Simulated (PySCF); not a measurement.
Identify the unknown among the candidates.

All candidates are C4H8FN.

| technique | computed result |
| --- | --- |
| 13C NMR | chemical shifts (computed TMS as zero) by class: 188.6 (1 C), 88.0 (1 C), 38.9 (1 C), 14.3 (1 C) ppm [GIAO PBE0/pcSseg-1] |
| Rotational structure | rotational constants A, B, C: 3.867, 3.421, 2.079 GHz [GFN2-xTB] |
| Triplet | lowest triplet excitation (Tamm–Dancoff): 4.64 eV [TDA wB97X-D/def2-SVPD] |
| Polarisability | 57.1 au [wB97X-D/def2-SVPD] |
| 1H NMR | chemical shifts (computed TMS as zero) by class: 10.52 (1 H), 5.35 (2 H), 2.39 (2 H), 1.26 (3 H) ppm [GIAO PBE0/pcSseg-1] |
| Dipole | 1.76 D [wB97X-D/def2-SVPD] |
| UV, first state | lowest singlet excitation: 5.35 eV (232 nm, f = 0.002) [TDDFT wB97X-D/def2-SVPD] |
| NMR, other nuclei | isotropic shieldings of nuclei other than C and H, by class: -73 (1 N), 434 (1 F) ppm [GIAO PBE0/pcSseg-1] |

Gas-phase values; electronic properties from PySCF, density fitting. Levels stand in brackets. Isolated species at its GFN2-xTB geometry (one conformer only). NMR classes are plain means over equivalent atoms (diastereotopic ones count apart unless rotation or inversion swaps them), as if these changed places fast.

**Question.** Which candidate is it?
A. `CC1(F)CNC1`
B. `FC[C@H]1CCN1`
C. `[H]/N=C(\CC)CF`

**Answer.** C. It is `[H]/N=C(\CC)CF`. Numbering: `[H]/[N:4]=[C:3](\[CH2:2][CH3:1])[CH2:5][F:6]`. Its formula, C4H8FN, gives 1 degree of unsaturation: 0 rings and 1 π bond in the structure found. 4 carbons fall into 4 classes; from least to most shielded: imine carbon [C3] (188.6 ppm), sp3 C–F carbon [C5] (88.0 ppm), chain CH2 carbon [C2] (38.9 ppm), methyl carbon [C1] (14.3 ppm). Hydrogen classes from least to most shielded: 1 H on an imine nitrogen, N4 (10.52 ppm), 2 H on an sp3 C–F carbon, C5 (5.35 ppm), 2 H on a chain CH2 carbon, C2 (2.39 ppm, a mean of values up to 1.2 ppm apart in this geometry), 3 H on a methyl carbon, C1 (1.26 ppm, a mean of values up to 0.7 ppm apart in this geometry). The other shieldings belong to: -73 ppm, imine nitrogen [N4]; 434 ppm, alkyl fluorine [F6]. The optimised geometry has point group C1 and is an asymmetric top.

The others, at the same levels:
- `FC[C@H]1CCN1` fails: its computed 13C shifts are 92.9 (1 C), 60.5 (1 C), 46.7 (1 C), 27.6 (1 C) ppm, 1H shifts are 4.67 (1 H), 4.55 (1 H), 4.16 (1 H), 3.80 (1 H), 3.62 (1 H), 2.46 (1 H), 2.18 (1 H), 0.68 (1 H) ppm and rotational constant A is 8.928 GHz (against 3.867 GHz).
- `CC1(F)CNC1` fails: it has 3 carbon classes against 4; its computed 13C shifts are 95.1 (1 C), 62.4 (2 C), 26.0 (1 C) ppm, 1H shifts are 4.04 (2 H), 3.49 (2 H), 1.59 (3 H), 0.25 (1 H) ppm and rotational constant A is 5.404 GHz (against 3.867 GHz).

Each candidate is one conformer, not necessarily the lowest. The conformers computed, where there is a choice (atom-mapped SMILES and torsion angles):
- `[H]/[N:4]=[C:3](\[CH2:2][CH3:1])[CH2:5][F:6]`: C1–C2–C3–N4 110°, C2–C3–C5–F6 -21°
- `[F:1][CH2:2][C@H:3]1[CH2:4][CH2:5][NH:6]1`: F1–C2–C3–C4 78°
